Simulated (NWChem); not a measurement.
System: F cation, triplet

Input file for NWChem:

```
start job
memory heap 200 mb stack 900 mb global 1100 mb
charge 1
geometry units angstroms noautoz
  F      0.000000     0.000000     0.000000
end
basis spherical
  * library def2-tzvp
end
dft
  odft
  mult 3
  xc xpbe96 cpbe96
  iterations 150
  mulliken
end
task dft energy
```

Parts of the log:

```
             Northwest Computational Chemistry Package (NWChem) 7.3.0
             --------------------------------------------------------

                             Geometry "geometry" -> ""
                             -------------------------

 Output coordinates in angstroms (scale by  1.889725989 to convert to a.u.)

  No.       Tag          Charge          X              Y              Z
 ---- ---------------- ---------- -------------- -------------- --------------
    1 F                    9.0000     0.00000000     0.00000000     0.00000000

 Effective nuclear repulsion energy (a.u.)       0.0000000000

  pbe96 is a nonlocal functional; adding pw91lda local functional.

                                 NWChem DFT Module
                                 -----------------

 Summary of "ao basis" -> "ao basis" (spherical)
 ------------------------------------------------------------------------------
       Tag                 Description            Shells   Functions and Types
 ---------------- ------------------------------  ------  ---------------------
 F                         def2-tzvp                11       31   5s3p2d1f

            General Information
            -------------------
          SCF calculation type: DFT
          Wavefunction type:  spin polarized.
          No. of atoms     :     1
          No. of electrons :     8
           Alpha electrons :     5
            Beta electrons :     3
          Charge           :     1
          Spin multiplicity:     3
          Use of symmetry is: off; symmetry adaption is: off
          Maximum number of iterations: 150
          AO basis - number of functions:    31
                     number of shells:    11
          Convergence on energy requested:  1.00D-06
          Convergence on density requested:  1.00D-05
          Convergence on gradient requested:  5.00D-04

              XC Information
              --------------
          PerdewBurkeErnzerhof Exchange Functional  1.000
            Perdew 1991 LDA Correlation Functional  1.000 local
           PerdewBurkeErnz. Correlation Functional  1.000 non-local

             Grid Information
             ----------------
          Grid used for XC integration:  medium
          Radial quadrature: Mura-Knowles
          Angular quadrature: Lebedev.
          Tag              B.-S. Rad. Rad. Pts. Rad. Cut. Ang. Pts.
          ---              ---------- --------- --------- ---------
          F                   0.50       49           4.0       434
          Grid pruning is: on
          Number of quadrature shells:    49
          Spatial weights used:  Erf1

      Superposition of Atomic Density Guess
      -------------------------------------

 Sum of atomic energies:         -99.41807837

 Renormalizing density from       9.00 to      8

      Non-variational initial energy
      ------------------------------

 Total energy =     -92.024627
 1-e energy   =    -123.799936
 2-e energy   =      31.775309
 HOMO         =      -1.454052
 LUMO         =      -1.454052

     ---------------------------------------------
      Total Density - Mulliken Population Analysis
     ---------------------------------------------

    Atom       Charge   Shell Charges
 -----------   ------   -------------------------------------------------------
    1 F    9     8.00   0.79  1.19  0.80  1.01  0.22  2.16  1.53  0.32  0.00  0.00  0.00

     --------------------------------------------
      Spin Density - Mulliken Population Analysis
     --------------------------------------------

    Atom       Charge   Shell Charges
 -----------   ------   -------------------------------------------------------
    1 F    9     2.00   0.00  0.00  0.00  0.00  0.00  1.08  0.76  0.16  0.00  0.00  0.00

   convergence    iter        energy       DeltaE   RMS-Dens  Diis-err
 ---------------- ----- ----------------- --------- --------- ---------
 d= 0,ls=0.0,diis     1    -98.9934025578 -9.90D+01  4.95D-03  2.76D-01
                                                     5.56D-03  2.01D-01
 d= 0,ls=0.0,diis     2    -99.0098062887 -1.64D-02  2.80D-03  6.53D-02
                                                     2.09D-03  3.40D-02
 d= 0,ls=0.0,diis     3    -99.0210044210 -1.12D-02  5.41D-04  3.46D-03
                                                     4.83D-04  2.27D-03
 d= 0,ls=0.0,diis     4    -99.0217545977 -7.50D-04  1.33D-05  1.65D-06
                                                     5.88D-06  2.77D-07
 d= 0,ls=0.0,diis     5    -99.0217548748 -2.77D-07  1.23D-06  9.16D-09
                                                     6.04D-07  5.84D-10

         Total DFT energy =      -99.021754874816
      One electron energy =     -133.143953663937
           Coulomb energy =       43.955857735501
    Exchange-Corr. energy =       -9.833658946380
 Nuclear repulsion energy =        0.000000000000

 Numeric. integr. density =        7.999999888988

                    DFT Final Alpha Molecular Orbital Analysis
                    ------------------------------------------

 Vector    3  Occ=1.000000D+00  E=-1.131892D+00
              MO Center= -4.7D-15,  4.2D-16, -1.1D-15, r^2= 3.3D-01
   Bfn.  Coefficient  Atom+Function         Bfn.  Coefficient  Atom+Function
  ----- ------------  ---------------      ----- ------------  ---------------
     8      0.439435  1 F  pz                 6     -0.359006  1 F  px
    11      0.332346  1 F  pz                 9     -0.271517  1 F  px
     7      0.157215  1 F  py                10      0.118902  1 F  py
    14      0.103049  1 F  pz                12     -0.084188  1 F  px
    13      0.036868  1 F  py

 Vector    4  Occ=1.000000D+00  E=-1.131892D+00
              MO Center=  2.1D-14, -9.8D-16,  1.8D-14, r^2= 3.3D-01
   Bfn.  Coefficient  Atom+Function         Bfn.  Coefficient  Atom+Function
  ----- ------------  ---------------      ----- ------------  ---------------
     6      0.452005  1 F  px                 8      0.376773  1 F  pz
     9      0.341852  1 F  px                11      0.284954  1 F  pz
    12      0.105997  1 F  px                14      0.088354  1 F  pz

 Vector    5  Occ=1.000000D+00  E=-1.031268D+00
              MO Center= -3.5D-15, -4.1D-16, -2.8D-15, r^2= 3.5D-01
   Bfn.  Coefficient  Atom+Function         Bfn.  Coefficient  Atom+Function
  ----- ------------  ---------------      ----- ------------  ---------------
     7      0.554667  1 F  py                10      0.424846  1 F  py
    13      0.157785  1 F  py                 6      0.113701  1 F  px
     8     -0.105551  1 F  pz                 9      0.087089  1 F  px
    11     -0.080847  1 F  pz                12      0.032344  1 F  px
    14     -0.030026  1 F  pz

 Vector    6  Occ=0.000000D+00  E=-2.138070D-02
              MO Center= -2.4D-13,  1.1D-14, -2.0D-13, r^2= 1.5D+00
   Bfn.  Coefficient  Atom+Function         Bfn.  Coefficient  Atom+Function
  ----- ------------  ---------------      ----- ------------  ---------------
     5      1.928687  1 F  s                  4     -1.617755  1 F  s
     2      0.130269  1 F  s                  1      0.057315  1 F  s
     3     -0.033960  1 F  s

 Vector    7  Occ=0.000000D+00  E= 4.129324D-02
              MO Center= -1.6D-15,  7.3D-16,  1.2D-15, r^2= 1.9D+00
   Bfn.  Coefficient  Atom+Function         Bfn.  Coefficient  Atom+Function
  ----- ------------  ---------------      ----- ------------  ---------------
    14      0.900367  1 F  pz                12     -0.743699  1 F  px
    11     -0.359312  1 F  pz                13      0.323787  1 F  py
     9      0.296790  1 F  px                 8     -0.221974  1 F  pz
     6      0.183349  1 F  px                10     -0.129214  1 F  py
     7     -0.079826  1 F  py

 Vector    8  Occ=0.000000D+00  E= 4.129325D-02
              MO Center=  2.4D-13, -1.1D-14,  2.0D-13, r^2= 1.9D+00
   Bfn.  Coefficient  Atom+Function         Bfn.  Coefficient  Atom+Function
  ----- ------------  ---------------      ----- ------------  ---------------
    12      0.926427  1 F  px                14      0.780130  1 F  pz
     9     -0.369711  1 F  px                11     -0.311328  1 F  pz
     6     -0.228399  1 F  px                 8     -0.192331  1 F  pz
    13     -0.041451  1 F  py

                     DFT Final Beta Molecular Orbital Analysis
                     -----------------------------------------

 Vector    1  Occ=1.000000D+00  E=-2.505672D+01
              MO Center= -2.7D-17, -9.1D-18, -2.5D-17, r^2= 1.2D-02
   Bfn.  Coefficient  Atom+Function         Bfn.  Coefficient  Atom+Function
  ----- ------------  ---------------      ----- ------------  ---------------
     2      0.648778  1 F  s                  1      0.426054  1 F  s
     3      0.030933  1 F  s

 Vector    2  Occ=1.000000D+00  E=-1.634150D+00
              MO Center= -7.8D-15, -1.1D-15, -5.3D-15, r^2= 3.2D-01
   Bfn.  Coefficient  Atom+Function         Bfn.  Coefficient  Atom+Function
  ----- ------------  ---------------      ----- ------------  ---------------
     4      0.555647  1 F  s                  3      0.403415  1 F  s
     2     -0.271193  1 F  s                  5      0.177144  1 F  s
     1     -0.111997  1 F  s

 Vector    3  Occ=1.000000D+00  E=-9.718544D-01
              MO Center= -1.9D-15,  1.9D-15, -1.8D-15, r^2= 3.7D-01
   Bfn.  Coefficient  Atom+Function         Bfn.  Coefficient  Atom+Function
  ----- ------------  ---------------      ----- ------------  ---------------
     7      0.544683  1 F  py                10      0.423151  1 F  py
    13      0.174858  1 F  py                 6      0.111652  1 F  px
     8     -0.103654  1 F  pz                 9      0.086740  1 F  px
    11     -0.080526  1 F  pz                12      0.035843  1 F  px
    14     -0.033276  1 F  pz

[...]
```

Level: PBE/def2-TZVP, spin-unrestricted. The open p shell is one determinant without spherical averaging. No stability test was run on the SCF state.
